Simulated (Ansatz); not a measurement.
Geometry optimisation, RKS r2SCANh-D4/cc-pVDZ in Ansatz.

The input (input.yaml):

```yaml
crystal:
  periodic: [false, false, false]
  atoms:
    - { symbol: Si, position_ang: [-0.797952, 0.465265, 0.175593] }
    - { symbol: H, position_ang: [1.416826, -0.011514, 1.586902] }
    - { symbol: O, position_ang: [1.930881, -0.139885, 0.756121] }
    - { symbol: H, position_ang: [1.916655, -1.101965, 0.630243] }
    - { symbol: H, position_ang: [-0.430235, 0.930029, -1.236558] }
    - { symbol: Si, position_ang: [-1.081959, -1.721766, -0.721653] }
    - { symbol: H, position_ang: [-1.351653, -2.79265, 0.294041] }
    - { symbol: H, position_ang: [-2.338591, -1.592791, -1.542784] }
    - { symbol: H, position_ang: [-0.015973, -2.235324, -1.645406] }
basis:
  gaussian: { orbitals: cc-pVDZ }
hamiltonian:
  xc: r2scanh
  dispersion: d4
relax:
  f_tol: 0.03
  max_steps: 50
output:
  orbitals: {}
```

Launched with:

```bash
$ ansatz run input.yaml --threads 2 --pin off --max-ram 3072MiB --backend cpu --events-out ev --progress --plain --runs-dir out
```

Task: Where does it end, and by what steps?

Result: The run converged. After 14 steps the energy has fallen by 0.568 eV; H4 moved furthest, 0.82 Å. Joined: Si1–O3 (2.85 → 2.10 Å).

```csv
step,energy less start (eV),largest force component (eV/Å),accepted
0,0.0000,1.139,yes
1,-0.1755,1.722,yes
2,-0.3418,2.126,yes
3,-0.4853,0.735,yes
4,-0.5170,0.455,yes
5,-0.5382,0.177,yes
6,-0.5116,1.206,no
7,-0.5392,0.182,yes
8,-0.5573,0.083,yes
9,-0.5619,0.294,yes
10,-0.5649,0.110,yes
11,-0.5666,0.055,yes
12,-0.5674,0.063,yes
13,-0.5678,0.052,yes
14,-0.5683,0.022,yes
```

```xyz
9
Properties=species:S:1:pos:R:3
Si -0.623 0.519 0.350
H 1.495 -0.483 1.454
O 1.370 -0.113 0.567
H 1.529 -0.852 -0.047
H -0.230 1.003 -1.051
Si -1.056 -1.661 -0.572
H -1.505 -2.705 0.413
H -2.007 -1.714 -1.731
H 0.275 -2.194 -1.087
```

Whether the end is a true minimum wasn't checked by a vibrational analysis.

Run time: 21 s on 2 threads of Intel(R) Xeon(R) 6975P-C (Granite Rapids), with other jobs on the host, peak memory 0.19 GiB.
